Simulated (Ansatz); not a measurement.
# Be₂H₂ (singlet): wave-function methods side by side at distance Be1–Be2 = 2.106 Å, cc-pVDZ

One table from this session's results is given with a row withheld; the runs are named, their logs left out.

The runs use Ansatz 0.2.0, Gaussian basis; cc-pVDZ, core rule «outside noble gas», up to 2 orbitals frozen.

Plan: UHF; CCSD(T) on RHF; BCCD(T) on RHF; CISD; CCSDT(Q) on RHF; CASSCF and MRCISD+Q, 2 electrons in 2 orbitals; CASSCF and NEVPT2, 2 electrons in 2 orbitals; CASSCF and MRCISD+Q, 6 electrons in 10 orbitals; CASSCF and NEVPT4(SD), 6 electrons in 10 orbitals; CASSCF and NEVPT2, 6 electrons in 10 orbitals; Full CI.

27 further runs of the same task are left out: 15 for a known fault of the program, 10 that didn't finish, 2 set aside as unsound or not needed.

## The geometry

The geometry derives from a PBE0/def2-TZVP stationary point (not a proven minimum). One bond is set to the value named and the two fragments are kept rigid.

4 atoms, charge 0, spin multiplicity 1.

Atoms are counted from 1 here; the program's logs count them from 0.

Bond lengths: Be1–H3 1.348 Å, Be2–H4 1.348 Å.

As a file:

| atom | x (Å) | y (Å) | z (Å) |
| --- | --- | --- | --- |
| Be1 | 0.0000 | 0.0000 | 1.0527 |
| Be2 | 0.0000 | 0.0000 | -1.0527 |
| H3 | 0.0000 | 0.0000 | 2.4002 |
| H4 | 0.0000 | 0.0000 | -2.4002 |

The first run:

Contents of in.yaml:

```yaml
crystal:
  periodic: [false, false, false]
  atoms:
    - {symbol: Be, position_ang: [0.000000, 0.000000, 1.052730]}
    - {symbol: Be, position_ang: [0.000000, 0.000000, -1.052730]}
    - {symbol: H, position_ang: [0.000000, 0.000000, 2.400248]}
    - {symbol: H, position_ang: [0.000000, 0.000000, -2.400248]}
basis:
  gaussian: {orbitals: cc-pVDZ}
magnetization: {spin_polarized: true, initial_magnetization: 0}
hamiltonian: {xc: hf}
output: {orbitals: {seedname: orbitals}}
```

Command:

```bash
> ansatz run in.yaml --threads 1 --pin off --events-out ev --progress --plain --max-ram 2393MiB
```

Among the steps run: UHF; CCSD(T) on RHF; BCCD(T) on RHF; CISD; CCSDT(Q) on RHF; CASSCF and MRCISD+Q, 2 electrons in 2 orbitals; CASSCF and NEVPT2, 2 electrons in 2 orbitals; CASSCF and MRCISD+Q, 6 electrons in 10 orbitals; CASSCF and NEVPT4(SD), 6 electrons in 10 orbitals; CASSCF and NEVPT2, 6 electrons in 10 orbitals; Full CI.

One table of the session follows, with a row left open; its other results are not shown here.

```
            method  from FCI (meV)
               RHF         +2953.8
              RMP2          +816.6
              CISD          +185.7
             RCCSD           +51.6
          RCCSD(T)           +14.3
           BCCD(T)           +14.2
            RCCSDT            +1.6
         RCCSDT(Q)            +0.4
       CASSCF pair         +2606.0
       NEVPT2 pair          +804.6
       MRCISD pair          +148.0
     MRCISD+Q pair           -15.2
    CASSCF valence         +1269.6
    NEVPT2 valence          +386.0
NEVPT4(SD) valence               ?
    MRCISD valence           +48.7
  MRCISD+Q valence           +14.2
               FCI               0
```

Q: Estimate the row for NEVPT4(SD) valence from the others.

**Answer.** from FCI (meV): +82.0. In the column «from FCI (meV)» it lies between RCCSD (+51.6) and MRCISD pair (+148.0).

To keep in mind: MRCISD+Q pair falls below full CI: the +Q correction isn't variational, and the cores differ from full CI's.
